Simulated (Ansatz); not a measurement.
Process, species as SMILES: [C]#N (C-N) → CN- (singlet, bonded as [C]#N) (an electron is taken up)
B3LYP-D3(BJ)/def2-TZVP geometries, fixed; electronic energies without zero-point terms; positive where energy is released.
Largest species:
```xyz
2

C      0.0000     0.0000    -0.6258
N      0.0000     0.0000     0.5364
```
Charge 0, spin multiplicity 2.

Basis-set convergence of the adiabatic electron affinity at CCSD(T) with Ansatz (an electronic-structure program). Cartesian d functions, on some or all atoms, in 6-31G**, 6-31+G*; all else is spherical. Cores are frozen. The T1 diagnostic of CCSD is high for at least one species. An unrestricted Hartree-Fock determinant is markedly spin-contaminated. Open shells are unrestricted. No added dispersion term, no relativity. Functions are those of the species that has most. Reference: Hartree-Fock in aug-cc-pVQZ plus the correlation part extrapolated as X^-3 from aug-cc-pVTZ and aug-cc-pVQZ, 3.936 eV, itself unsure by roughly 0.014 eV (a third of the extrapolation step and of the last Hartree-Fock step).

| basis | functions | adiabatic electron affinity (eV) |
|---|---|---|
| cc-pVDZ | 28 | 2.808 |
| def2-SVP | 28 | 2.990 |
| pcseg-1 | 28 | 3.123 |
| 6-31G** | 30 | 2.626 |
| 6-311G** | 36 | 3.096 |
| 6-31+G* | 38 | 3.566 |
| def2-SVPD | 40 | ___ |
| 6-311+G** | 44 | 3.641 |
| aug-cc-pVDZ | 46 | 3.735 |
| 6-311++G(2d,2p) | 54 | 3.767 |
| cc-pVTZ | 60 | 3.492 |
| pcseg-2 | 60 | ___ |
| def2-TZVPP | 62 | ___ |
| def2-TZVPPD | 74 | 3.799 |
| jun-cc-pV(T+d)Z | 78 | ___ |
| aug-cc-pVTZ | 92 | 3.866 |
| cc-pVQZ | 110 | 3.733 |
| def2-QZVPP | 114 | 3.802 |

**Question.** What belongs in the gaps?

**Answer.** 
- def2-SVPD, adiabatic electron affinity (eV): 3.528
- pcseg-2, adiabatic electron affinity (eV): 3.682
- def2-TZVPP, adiabatic electron affinity (eV): 3.680
- jun-cc-pV(T+d)Z, adiabatic electron affinity (eV): 3.829
